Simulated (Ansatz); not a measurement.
Two isomers of C4H5F: A = `C#CC(C)F`, B = `CC1C=C1F`.

Computed with Ansatz on PBE0-D4/def2-TZVP structures; ΔE is electronic, products minus reactants. CCSD(T)/CBS adds triple-zeta CCSD(T) − MP2 to the extrapolated MP2 energy (def2 sets, frozen cores). Functionals use def2-TZVPP. B3LYP here is the variant with VWN-RPA as its local correlation; programs differ in this.

Q: Which is lower in electronic energy at CCSD(T)/CBS, and by how much? (Best estimate.)

A: Computed: A, by 100.8 kJ/mol.

Q: Give E(B) − E(A) in kJ/mol with PBE-D4, B3LYP, LDA (SPW92), r2SCAN-D4, BLYP-D4, MP2/def2-TZVPP, HF/def2-TZVPP. (Estimate.)

A: The calculation gave: PBE-D4 67.8, B3LYP 96.0, LDA (SPW92) 53.7, r2SCAN-D4 81.1, BLYP-D4 95.7, MP2/def2-TZVPP 98.6, HF/def2-TZVPP 121.0. None reverses the order clearly.

Q: Does the order hold for the free energy at 298.15 K (harmonic terms from PBE0-D4)? (Best estimate.)

A: The calculation gave: Yes: G(B) − G(A) = +101.9 kJ/mol.

Largest T1 diagnostic: 0.011.

From BLYP to BHLYP (50 % exact exchange), in def2-TZVPP and without D4, E(B) − E(A) moves by +4.9 kJ/mol. At CCSD(T), def2-SVP lies −15.4 kJ/mol from the extrapolated value and def2-TZVPP −1.0 kJ/mol.
